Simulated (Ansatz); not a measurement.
# AlH3O2: the cost of one run

Program: Ansatz 0.2.0 through its Python package. Level of theory: Hartree-Fock/def2-SVP. These are calculated values, not measurements.

### Step 1. The structure

Bond lengths: O1–Al2 1.815 Å, Al2–O3 1.813 Å, O1–H4 1.003 Å, Al2–H5 1.609 Å, O3–H6 1.003 Å. Angles: O1–Al2–O3 118.9°, O1–Al2–H5 120.3°, O3–Al2–H5 120.8°, Al2–O1–H4 99.5°, Al2–O3–H6 105.1°.

No structure file is read: the coordinates are typed or built in the script.

### Step 2. The code

Input file alh3o2_relaxed_scan.py:

```python
"""Relaxed scan of one distance in AlH3O2."""

import logging
import sys

import ansatz
import numpy as np

logging.basicConfig(stream=sys.stdout, format="%(levelname)s %(message)s")
logger = logging.getLogger("calc")
logger.setLevel(logging.INFO)

geometry_ang = [
    ("O", (-1.2356, -0.8777, -0.6936)),
    ("Al", (0.1634, 0.2016, -0.2778)),
    ("O", (0.7567, 0.2442, 1.4346)),
    ("H", (-1.9889, -0.2262, -0.5721)),
    ("H", (0.8905, 1.0668, -1.4231)),
    ("H", (1.456, -0.4726, 1.4858)),
]
mol = ansatz.Crystal.molecule()
for symbol, xyz in geometry_ang:
    mol = mol.atom(symbol, xyz)

setup = (
    mol.calculation()
    .basis(gaussian="def2-SVP")
    .functional("hf")
)
symbols = [site.symbol for site in mol.cartesian_sites]
pairs = [(0, 1), (0, 3), (1, 2), (1, 4), (2, 5)]
print("held (A)   E (eV)        ", "  ".join(f"{symbols[i]}{i}-{symbols[j]}{j}" for i, j in pairs))
for length in [1.67, 1.82, 1.96, 2.18, 2.45]:
    data = setup.relax(constraints=[ansatz.DistanceConstraint((0, 1), at=length)], force_tolerance=0.02, max_steps=60).run().report
    xyz = np.array(data["positions_ang"])
    print(f"{length:6.2f} {data['free_energy_ev']:14.5f}  ", "  ".join(f"{np.linalg.norm(xyz[i] - xyz[j]):.3f}" for i, j in pairs))
```

### Step 3. The run

Run with:

```sh
$ python alh3o2_relaxed_scan.py
```

**Question.** How long does this script take on 1 thread of Arm Neoverse N1, shared host, and how much memory does it need?

About 87 s, with a peak of 0.19 GiB.
